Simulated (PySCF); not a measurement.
Gas-phase reaction: 2 H₃SiSiCl₃ + 5 CH₂Cl₂ + C₅H₈ (cyclic) = 4 (CH₃)₂SiCl₂ + 2 CCl₄

Computed with PySCF (xtb for GFN2) and rigid-rotor harmonic-oscillator thermochemistry at 1 bar. † marks an energy on the PBE0/def2-TZVP geometry and frequencies; other levels use their own. MP2 and CCSD(T) freeze the core. 6-31G* has spherical d functions here. All species are closed-shell singlets. B3LYP is the form with VWN-RPA correlation. H₃SiSiCl₃: computed as isolated molecules; such fragments, hydroxides, amides, oligomers or adducts are transient or little studied in the gas. MP2 isn't extrapolated to the basis-set limit; its ΔH°(298 K) is -729.4 kJ in def2-SVP and -757.0 kJ in def2-TZVPP. CCSD(T) isn't extrapolated to the basis-set limit. The harmonic model lacks anharmonicity and excited electronic states, which grow with temperature; levels with a mode under 35 cm⁻¹ are left out. Internal rotation in H₃SiSiCl₃, (CH₃)₂SiCl₂ is treated as a harmonic vibration of one conformer, which makes the entropy rough.

| level | ΔE electronic, kJ | ΔH°(298 K), kJ | ΔS°(298 K), J/K | ΔG°(1000 K), kJ |
|---|---|---|---|---|
| B3LYP/6-31G* | -602 | -585 | -334 | -280 |
| CCSD(T)/def2-SVP† | -675 | -661 | -335 | -355 |
| GFN2-xTB | -341 | -298 | -310 | -10 |
| HF/def2-TZVP† | -610 | -595 | -335 | -290 |
| MP2/def2-SVP† | -744 | -729 | -335 | -424 |
| PBE/def2-SVP | -676 | -657 | -329 | -356 |
| PBE/def2-TZVP† | -667 | -653 | -335 | -347 |
| LDA/def2-TZVP† | -756 | -741 | -335 | -436 |
| ωB97M-V/def2-TZVP† | -749 | -734 | -335 | -429 |
ΔH° is lowest at LDA/def2-TZVP† and highest at GFN2-xTB. No reference value is set beside these.
